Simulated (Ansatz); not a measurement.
`C=C(C=O)CCl`. Charge 0, multiplicity 1.

```xyz
11

C    -0.8746   -0.1839    1.1968
C    -0.0177    0.0000    0.1943
C     1.4201   -0.2295    0.4455
O     2.2889    0.0066   -0.3511
C    -0.4165    0.4521   -1.1663
Cl   -0.5413   -0.9418   -2.2813
H    -0.5239   -0.5182    2.1681
H    -1.9391   -0.0118    1.0864
H     1.6535   -0.6279    1.4553
H     0.3387    1.1131   -1.5882
H    -1.3880    0.9414   -1.1595
```

**Question.** List the harmonic frequencies (cm⁻¹, unscaled) at PBE0-D4/def2-TZVP in Ansatz. (Best estimate.)

**Answer.** Computed: 62, 162, 186, 272, 379, 513, 620, 686, 795, 871, 934, 981, 993, 1036, 1182, 1288, 1357, 1392, 1446, 1473, 1716, 1816, 2918, 3112, 3156, 3177, 3247.

**Question.** Is this a minimum?

**Answer.** Yes, all 27 modes are real.

**Question.** Give the ideal-gas thermochemistry at 298.15 K and 1 bar (rigid rotor, harmonic oscillator; point group C1, symmetry number 1).

**Answer.** Zero-point energy 214.0 kJ/mol; H(298) − E = 233.4 kJ/mol; entropy 341.1 J/(mol·K), of which translation 166.8, rotation 115.4, vibration 58.9; G(298) − E = 131.7 kJ/mol. Modes under 100 cm⁻¹ are hindered rotations or soft bends, so the harmonic entropy is rough.
